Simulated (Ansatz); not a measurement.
# CH4 (singlet): the correlation ladder, cc-pVDZ

The task here is to estimate one member of a computed series from the others.

Program: Ansatz 0.2.0, Gaussian basis. Level of theory: cc-pVDZ, core rule «outside noble gas», up to 1 orbitals frozen. These are calculated values, not measurements.

To be run: UHF; CCSD(T) on RHF; CCSDT(Q) on RHF; CCSDTQ on RHF; Full CI.

**What is computed**

The geometry is an MP2(full)/6-31G* stationary point (not a proven minimum).

5 atoms, charge 0, spin multiplicity 1.

Atoms are counted from 1 here; the program's logs count them from 0.

Bond lengths: C1–H2 1.090 Å, C1–H3 1.090 Å, C1–H4 1.090 Å, C1–H5 1.090 Å. Angles: H2–C1–H3 109.5°, H2–C1–H4 109.5°, H2–C1–H5 109.5°, H3–C1–H4 109.5°, H3–C1–H5 109.5°, H4–C1–H5 109.5°.

Set-up of the first run:

in.yaml

```yaml
crystal:
  periodic: [false, false, false]
  atoms:
    - {symbol: C, position_ang: [0.000000, 0.000000, 0.000000]}
    - {symbol: H, position_ang: [0.629118, 0.629118, 0.629118]}
    - {symbol: H, position_ang: [-0.629118, -0.629118, 0.629118]}
    - {symbol: H, position_ang: [0.629118, -0.629118, -0.629118]}
    - {symbol: H, position_ang: [-0.629118, 0.629118, -0.629118]}
basis:
  gaussian: {orbitals: cc-pVDZ}
magnetization: {spin_polarized: true, initial_magnetization: 0}
hamiltonian: {xc: hf}
output: {orbitals: {seedname: orbitals}}
```

Command:

```sh
ansatz run in.yaml --threads 1 --pin off --events-out ev --progress --plain --max-ram 3793MiB --backend cpu
```

Steps of the session up to this table: UHF; CCSD(T) on RHF; CCSDT(Q) on RHF; CCSDTQ on RHF; Full CI.

One of the session's tables, all rows but one given; the rest of the session is left out.

```
   method  from FCI (meV)
      RHF         +5141.8
     RMP2               ?
    RCCSD          +115.8
 RCCSD(T)           +15.0
   RCCSDT            +4.3
RCCSDT(Q)            +0.3
  RCCSDTQ            +0.3
      FCI               0
```

**Question.** Estimate the row for RMP2.

The run gave: from FCI (meV): +755.1. In the column «from FCI (meV)» it lies between RCCSD (+115.8) and RHF (+5141.8).

With the free atoms at the same levels and basis (separate runs), the atomisation energy is 17.140 eV at FCI, 17.133 eV at RCCSD(T), 14.015 eV at RHF.
